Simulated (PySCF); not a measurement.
**Silicon: a sound run and one with changed settings**

Sound run: Si [Ne] 3s2 3p2, Si⁺ [Ne] 3s2 3p1. Computed with PySCF 2.14 in cc-pVDZ-DK, with scalar relativity by spin-free X2C-1e. In the sound run the correlated levels freeze [Ne]. The sound run starts from symmetry-adapted Hartree-Fock orbitals and uses a fine grid where one is needed.

Changed run: initial guess atom, at most 50 SCF cycles.

| species | method | sound run (hartree) | changed run (hartree) | converged |
| --- | --- | --- | --- | --- |
| Si | UHF | -289.45207 | -289.45207 | yes |
| Si | MN15 | -289.94192 | -289.94192 | yes |
| Si | CCSD(T) | -289.51699 | -289.51699 | yes |
| Si⁺ | BP86 | -289.70012 | -289.70012 | yes |
| Si⁺ | MP2 | -289.20633 | -289.20633 | yes |

Here the plain start reaches the same solutions.
